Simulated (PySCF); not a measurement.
Species: ethenone, C2H2O.
Cartesian coordinates in Å at the GFN2-xTB level; atoms count from 1:
```
atom  x, y, z in Å
C1    -0.5012    0.0153    0.1502
C2     0.7305   -0.0205   -0.2268
O3     1.8412   -0.0528   -0.5664
H4    -1.1111   -0.8659    0.1355
H5    -0.9508    0.9267    0.4904
```

The closed-shell SCF was solved with PySCF and density fitting under several settings on one GFN2-xTB geometry (grid level 2 and gas phase unless stated).

```tsv
settings	basis functions	SCF cycles	E (Eh)	HOMO (eV)	LUMO (eV)	dipole (D)
PBE0/pcSseg-1	61	14	-152.4110	-7.19	-0.96	1.59
CAM-B3LYP/def2-SVPD	79	13	-152.4247	-8.61	0.18	1.71
PBE0/6-311G**, energy threshold 1e-06 Eh	66	7	-152.4661	-7.08	-0.84	1.53
PBE0/pcSseg-1, IEF-PCM dichloromethane, fitting basis def2-qzvpp-jkfit, energy threshold 1e-07 Eh	61	8	-152.4145	-7.12	-0.82	1.98
```

Task: Estimate the rows for these settings: (1) OPBE/Sadlej pVTZ, start guess huckel; (2) PBE0/def2-TZVPP, IEF-PCM acetonitrile, energy threshold 1e-06 Eh, fitting basis def2-universal-jkfit; (3) PBE0/6-311+G(2d,p), IEF-PCM methanol.

Result: 
| settings | basis functions | SCF cycles | E (Eh) | HOMO (eV) | LUMO (eV) | dipole (D) |
| --- | --- | --- | --- | --- | --- | --- |
| OPBE/Sadlej pVTZ, start guess huckel | 90 | 13 | -152.5724 | -5.93 | -2.08 | 1.48 |
| PBE0/def2-TZVPP, IEF-PCM acetonitrile, energy threshold 1e-06 Eh, fitting basis def2-universal-jkfit | 121 | 7 | -152.4923 | -7.10 | -0.80 | 2.06 |
| PBE0/6-311+G(2d,p), IEF-PCM methanol | 93 | 13 | -152.4771 | -7.13 | -0.86 | 2.14 |

Task: Over all rows, what range does the HOMO–LUMO gap span?

Result: From 3.85 eV (OPBE/Sadlej pVTZ, start guess huckel) to 8.79 eV (CAM-B3LYP/def2-SVPD). The functional of the narrowest has no exact exchange, that of the widest range-separated exact exchange.

Task: And the dipole moment?

Result: From 1.48 D (OPBE/Sadlej pVTZ, start guess huckel) to 2.14 D (PBE0/6-311+G(2d,p), IEF-PCM methanol); the largest is 1.45 times the smallest, and the median is 1.71 D.

Task: Compare two rows with the functional PBE0: PBE0/6-311G**, energy threshold 1e-06 Eh and PBE0/pcSseg-1. Which energy is lower, and by how much?

Result: PBE0/6-311G**, energy threshold 1e-06 Eh (66 functions) lies 0.0551 Eh or 35 kcal/mol below PBE0/pcSseg-1 (61 functions).

Cycle counts include a coarse-grid stage where the run had one. All basis functions are spherical, in the Pople sets too. The species at its GFN2-xTB geometry.
